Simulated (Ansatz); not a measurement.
```yaml
crystal:
  periodic: [false, false, false]
  atoms:
    - {symbol: N, position_ang: [-1.106999, -0.005626, 0.093718]}
    - {symbol: P, position_ang: [0.571893, 0.002944, -0.036415]}
    - {symbol: H, position_ang: [-1.626022, 0.842864, -0.060782]}
    - {symbol: H, position_ang: [-1.616914, -0.860566, -0.055466]}
    - {symbol: H, position_ang: [0.518020, 1.499397, -0.038211]}
    - {symbol: H, position_ang: [0.534025, -1.493981, -0.028869]}
basis:
  gaussian: {orbitals: def2-TZVP}
magnetization: {spin_polarized: true, initial_magnetization: 2}
hamiltonian: {xc: pbe0}
relax: {f_tol: 0.004, max_steps: 80}
```

```sh
$ ansatz run in.yaml --threads 1 --pin off --events-out ev --progress --plain --max-ram 2176MiB
```

Steps of the relaxation (energy above the last step; positions in Å, forces in eV/Å):

```
6
step 1, 21.0 meV
N    -1.107   -0.006    0.094   -0.008    0.000   -0.099
P     0.572    0.003   -0.036   -0.423   -0.002    0.020
H    -1.626    0.843   -0.061   -0.022   -0.004    0.038
H    -1.617   -0.861   -0.055   -0.023    0.004    0.038
H     0.518    1.499   -0.038    0.237    0.119    0.001
H     0.534   -1.494   -0.029    0.239   -0.117    0.002
```

```
6
step 2, 3.6 meV
N    -1.128   -0.006    0.076    0.161    0.001   -0.072
P     0.553    0.003   -0.038   -0.191   -0.001    0.028
H    -1.651    0.845   -0.054    0.023   -0.031    0.024
H    -1.642   -0.863   -0.049    0.023    0.032    0.023
H     0.563    1.506   -0.036   -0.008    0.052   -0.002
H     0.579   -1.500   -0.026   -0.008   -0.052   -0.002
```

```
6
step 3, 2.3 meV
N    -1.126   -0.006    0.066    0.115    0.000   -0.053
P     0.552    0.003   -0.036   -0.125   -0.001    0.021
H    -1.651    0.845   -0.050    0.011   -0.023    0.018
H    -1.641   -0.863   -0.045    0.011    0.023    0.018
H     0.562    1.509   -0.035   -0.006    0.008   -0.002
H     0.578   -1.504   -0.026   -0.006   -0.008   -0.002
```

```
6
step 7, 0.0 meV
N    -1.122   -0.006   -0.017    0.000    0.000    0.000
P     0.553    0.003   -0.026    0.002    0.000    0.000
H    -1.652    0.847   -0.018   -0.001    0.003    0.000
H    -1.643   -0.865   -0.013   -0.001   -0.003    0.000
H     0.561    1.510   -0.031    0.000    0.000    0.000
H     0.577   -1.504   -0.021    0.000    0.000    0.000
```

Close pairs at the end: N1–H3 1.005 Å, N1–H4 1.005 Å, P2–H6 1.507 Å, P2–H5 1.507 Å, N1–P2 1.675 Å.

A stationary point of unrestricted PBE0 after 7 steps, with ⟨S²⟩ = 2.009 against 2.00 for a pure state; no frequencies were run, so it isn't proven a minimum. 17 s on 1 thread of Intel Xeon Platinum 8375C, shared host.
